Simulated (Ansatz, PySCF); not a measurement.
This PySCF input computes a CAM-B3LYP/def2-TZVPD energy:

```python
from pyscf import gto, scf, dft

mol = gto.M(
    atom='''
    C     0.00724967   -0.72295051    0.71906962
    C     0.04562440    0.68254748    0.81501059
    C    -0.04432848   -0.81177839   -0.68647340
    C    -0.00734761    0.73271783   -0.72878450
    H     0.01502855   -1.49867503    1.49062995
    H    -0.51892031    1.32167605    1.50036933
    H     0.52058812   -1.48799353   -1.33494466
    H     0.87841978    1.16576513   -1.21872836
    H    -0.90230394    1.21600897   -1.15026007
    ''',
    basis='def2-tzvpd',
    charge=-1,
    spin=0,
    verbose=4,
)

mf = dft.RKS(mol, xc='camb3lyp').density_fit(auxbasis='def2-universal-jkfit')
mf.grids.level = 3
mf.conv_tol = 1e-9
mf.max_cycle = 100
mf.max_memory = 1500
mf.kernel()
if not mf.converged:
    mf = mf.newton()
    mf.kernel(mf.make_rdm1())
mf.analyze()
```

**Question.** Write an input for the same energy in Ansatz (a first-principles code) and say what it gives.

**Answer.** 
Ansatz 0.2 input:
```yaml
crystal:
  periodic: [false, false, false]
  atoms:
    - {symbol: C, position_ang: [0.00724967, -0.72295051, 0.71906962]}
    - {symbol: C, position_ang: [0.04562440, 0.68254748, 0.81501059]}
    - {symbol: C, position_ang: [-0.04432848, -0.81177839, -0.68647340]}
    - {symbol: C, position_ang: [-0.00734761, 0.73271783, -0.72878450]}
    - {symbol: H, position_ang: [0.01502855, -1.49867503, 1.49062995]}
    - {symbol: H, position_ang: [-0.51892031, 1.32167605, 1.50036933]}
    - {symbol: H, position_ang: [0.52058812, -1.48799353, -1.33494466]}
    - {symbol: H, position_ang: [0.87841978, 1.16576513, -1.21872836]}
    - {symbol: H, position_ang: [-0.90230394, 1.21600897, -1.15026007]}
basis:
  gaussian:
    orbitals: def2-TZVPD
hamiltonian:
  xc: {name: CAM-B3LYP}
total_charge: -1
output: {forces: true}
```
It gives -155.28034 Eh, and PySCF -155.28040 Eh, a difference of 0.06 mEh, from the treatment of integrals and grids.

It need not be the lowest isomer of its formula. Whether it binds its extra electron was not tested at this geometry.
